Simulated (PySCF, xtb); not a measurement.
disilane cation (H6Si2), SMILES [SiH3][SiH3] (connectivity only; charge and spin as stated), charge +1, multiplicity 2.

Harmonic wavenumbers (cm⁻¹) from GFN2-xTB in xtb 6.7.1 at its own minimum, in rising order: 51, 164, 284, 285, 292, 293, 656, 697, 697, 701, 702, 710, 2315, 2330, 2343, 2344, 2358, 2359.

### Question
What does PBE-D3(BJ)/def2-TZVP (PySCF) give at its own minimum? (The exact figures need the calculation; the answer reports its results.)

### Answer
112, 201, 222, 222, 280, 280, 678, 736, 878, 878, 888, 888, 2174, 2175, 2233, 2233, 2241, 2241. Paired by order, the mean absolute difference is 99 cm⁻¹ and the zero-point energies are 28.0 and 28.0 kcal/mol.
